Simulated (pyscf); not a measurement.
Optimised with ωB97X-D3(BJ)/def2-SVP in PySCF.

Problem. Estimate the classical barrier height and the reaction energy of H₃Si–SiH(SiH₃)–SiH₃ + HCl → H₃Si–SiH(SiH₃)–SiH₂–Cl + H₂ at ωB97M-D3(BJ)/def2-TZVP. The step runs on the singlet surface, breaks H–Si, Cl–H and forms Cl–Si, H–H; take the separated reactants as zero.

Solution. ΔE‡ = 30.8 kcal/mol, ΔE = -17.0 kcal/mol. Zero-point energy shifts the barrier by +2.1 kcal/mol. It is a four-centre exchange, with an imaginary mode of 612i cm⁻¹. At the saddle there is also a short H–Si contact that neither side keeps. This is the saddle that the search found; another between the same sides may lie lower.
